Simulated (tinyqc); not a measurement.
Stretching all distances: RHF, UHF, MP2, CISD and CCSD against full CI in the sto-6g basis, for HF, spin multiplicity 1. Computed by the program tinyqc with PySCF. All coordinates are multiplied by the scale. c0^2 is the weight of the RHF determinant in the lowest singlet FCI state (UHF is spin-contaminated and may lie near states of higher spin) and n(LUMO) the first natural occupation beyond the occupied space.

Geometry (angstrom):

| atom | x | y | z |
|---|---|---|---|
| F | 0.0000 | 0.0000 | 0.0000 |
| H | 0.0000 | 0.0000 | 0.7850 |

Full CI energy (hartree) and errors against it (kcal/mol):

| scale | distance 1-2 (angstrom) | E(FCI) | RHF | UHF | MP2 | CISD | CCSD | <S^2> UHF | c0^2 | n(LUMO) |
|---|---|---|---|---|---|---|---|---|---|---|
| 0.980 | 0.769 | -99.45398 | 10.373 | 10.373 | 2.958 | 0.000 | 0.000 | 0.000 | 0.993 | 0.015 |
| 1.250 | 0.981 | -99.53205 | 19.587 | 19.587 | 6.818 | 0.000 | 0.000 | 0.000 | 0.980 | 0.040 |
| 1.520 | 1.193 | -99.50877 | 34.125 | 34.125 | 13.644 | 0.000 | 0.000 | 0.000 | 0.951 | 0.097 |
| 1.790 | 1.405 | -99.46600 | 54.874 | 34.562 | 23.869 | 0.000 | 0.000 | 0.583 | 0.898 | 0.201 |
| 2.050 | 1.609 | -99.43105 | 80.126 | 22.385 | 35.915 | 0.000 | 0.000 | 0.820 | 0.826 | 0.345 |
| 2.590 | 2.033 | -99.39494 | 136.974 | 5.461 | 54.946 | 0.000 | 0.000 | 0.969 | 0.666 | 0.663 |
| 2.860 | 2.245 | -99.38892 | 161.035 | 2.389 | 55.349 | 0.000 | 0.000 | 0.987 | 0.609 | 0.777 |

Estimate the missing row, scale = 2.32.

Computed row:
```
scale  distance 1-2 (angstrom)     E(FCI)      RHF     UHF     MP2   CISD   CCSD  <S^2> UHF   c0^2  n(LUMO)
2.320                    1.821  -99.40755  109.074  11.701  47.689  0.000  0.000      0.925  0.742    0.512
```

UHF parts from RHF first at scale 1.79 of those listed, where <S^2> leaves zero. The weight c0^2 goes from 0.99 to 0.61 and n(LUMO) from 0.01 to 0.78: static correlation grows as the bonds break into open-shell fragments. The spread of the error along the curve, which distorts its shape, is CISD 0.0, CCSD 0.0, UHF 32.2, MP2 52.4, RHF 150.7 kcal/mol. With one virtual orbital CISD and CCSD are exact.
